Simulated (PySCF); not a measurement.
Saddle point of AlH2Cl, closed shell (AlH₂Cl ([AlH2][Cl]) → AlCl + H₂; bonds formed: H2–H3; bonds broken: Al1–H2, Al1–H3), PBE0-D4/def2-TZVP structure:

Al1  (0.490, 0.461, -0.014)
H2  (0.645, -0.636, -1.122)
H3  (-0.510, -1.014, -0.462)
Cl4  (-0.624, 1.189, 1.597)
(Å)

Energies are electronic, without zero-point energy. Barriers and step energies count from the start structure reached by relaxing down the imaginary mode; all methods use the PBE0-D4 structures, on which another method's saddle can fall below an end. Computed with PySCF 2.14 with density fitting (its default auxiliary sets; JK sets also for MP2 and CCSD(T)) (basis: def2-TZVPP, with def2-QZVPP for the basis limit); correlated methods freeze the cores. B3LYP uses VWN-RPA correlation. Extrapolation: Hartree–Fock as exp(−7.88 √X), correlation as X^−2.97.

```csv
method,barrier (kJ/mol),step energy (kJ/mol)
SPW92,278.2,74.1
PBE-D4,290.3,58.4
r2SCAN-D4,?,82.6
PBE0-D4,?,70.8
B3LYP-D4,?,61.3
BHLYP-D4,352.0,74.1
wB97M-V,335.0,61.7
HF,398.0,82.8
MP2,349.9,73.6
CCSD,338.0,69.0
CCSD(T),327.8,67.0
```

**Question.** Fill in the withheld barriers. (Judge from chemistry; the value comes from the calculation.)

**Answer.** Computed: PBE0-D4 316.7; B3LYP-D4 321.1; r2SCAN-D4 312.5 kJ/mol. Each is the energy of the saddle less that of the start structure, by the same method.

For comparison, the barrier by CCSD(T) at an estimated basis limit (MP2 extrapolated from triple and quadruple zeta, plus CCSD(T) − MP2 in triple zeta) is 324.8 kJ/mol.

No T1 diagnostic of these runs exceeds 0.024. The restricted Hartree–Fock reference is unstable towards an unrestricted one at one or more of these structures. A large double-excitation amplitude points to some diradical character; no triplet was computed.

Labels in which every atom is bracketed show which atoms are joined, not bond orders.

For scale, one of the runs: CCSD(T)/def2-TZVPP, 112 basis functions, launched by `OMP_NUM_THREADS=4 python run.py`. Hardware: 4 CPU threads of an AMD EPYC 9B45, shared host. Wall time about 7.7 s.
